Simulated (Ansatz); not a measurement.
# CH₂Al (quartet): the correlation ladder at scale of all distances = 1.746, 6-31G

How much of the correlation energy of CH₂Al (quartet) does each wave-function method recover here?

Method: 6-31G, core rule «outside noble gas», up to 6 orbitals frozen; program: Ansatz 0.2.0, Gaussian basis.

Plan: UHF; CCSD(T) on ROHF; CCSD(T) on UHF; BCCD(T) on ROHF; CISD; CCSDT(Q) on ROHF; CCSDT(Q) on UHF; CASSCF and MRCISD+Q, 5 electrons in 5 orbitals; CASSCF and NEVPT2, 5 electrons in 5 orbitals; CASSCF and MRCISD+Q, 9 electrons in 10 orbitals; CASSCF and NEVPT2, 9 electrons in 10 orbitals; Full CI.

14 further runs of the same task are left out: 12 that didn't finish, 2 set aside as unsound or not needed.

## Step 1: What is computed

The geometry derives from a PBE0/def2-TZVP stationary point (not a proven minimum). All distances are scaled together.

4 atoms, charge 0, spin multiplicity 4.

Atoms are counted from 1 here; the program's logs count them from 0.

No contacts short enough for the rule that draws bonds.

## Step 2: UHF

in.yaml reads:

```yaml
crystal:
  periodic: [false, false, false]
  atoms:
    - {symbol: Al, position_ang: [0.000000, 0.000000, 0.921251]}
    - {symbol: C, position_ang: [0.000000, 0.000000, -2.439560]}
    - {symbol: H, position_ang: [0.000000, 2.442651, 2.204517]}
    - {symbol: H, position_ang: [0.000000, -2.442650, 2.204517]}
basis:
  gaussian: {orbitals: 6-31G}
magnetization: {spin_polarized: true, initial_magnetization: 3}
hamiltonian: {xc: hf}
output: {orbitals: {seedname: orbitals}}
```

On the command line:

```sh
$ ansatz run in.yaml --threads 1 --pin off --events-out ev --progress --plain --max-ram 2393MiB
```

After this run come: CCSD(T) on ROHF; CCSD(T) on UHF; BCCD(T) on ROHF; CISD; CCSDT(Q) on ROHF; CCSDT(Q) on UHF; CASSCF and MRCISD+Q, 5 electrons in 5 orbitals; CASSCF and NEVPT2, 5 electrons in 5 orbitals; CASSCF and MRCISD+Q, 9 electrons in 10 orbitals; CASSCF and NEVPT2, 9 electrons in 10 orbitals; Full CI.

Q: Predict the results of all the runs planned. Wanted: FCI below the RHF energy; RMP2 from FCI; UMP2 from FCI; RCCSD from FCI; RCCSD(T) from FCI; UCCSD(T) from FCI; RCCSDT(Q) from FCI; UCCSDT(Q) from FCI; NEVPT2 pair from FCI.

**Answer**, as computed:

```
                         quantity                                                   value
         FCI below the RHF energy                                              -3.2788 eV
                    RMP2 from FCI                                         +37.12 kcal/mol
                    UMP2 from FCI                                         +32.27 kcal/mol
                   RCCSD from FCI                                          +4.75 kcal/mol
                RCCSD(T) from FCI                                          +2.08 kcal/mol
                UCCSD(T) from FCI                                          +1.75 kcal/mol
               RCCSDT(Q) from FCI                                          +0.10 kcal/mol
               UCCSDT(Q) from FCI                                          +0.10 kcal/mol
             NEVPT2 pair from FCI                                         +23.67 kcal/mol
          NEVPT2 valence from FCI                                          +7.46 kcal/mol
        MRCISD+Q valence from FCI                                          +0.58 kcal/mol
levels within 1 kcal/mol (43 meV)  RCCSDT, UCCSDT, RCCSDT(Q), UCCSDT(Q), MRCISD+Q valence
                    T1 diagnostic                                                   0.065
   effectively unpaired electrons                                                    3.59
```

In words: RCCSD(T) misses by +2.08 kcal/mol, 2.8 % of the correlation energy. The occupations show some static correlation. Of the multireference levels listed MRCISD+Q valence comes nearest in total energy (+0.58 kcal/mol), which doesn't show that its space is the better one. Coupled cluster took another determinant than the lowest Hartree-Fock one. These misses are within one basis, not against nature; the frozen cores of restricted and unrestricted runs differ, which can shift their rows.
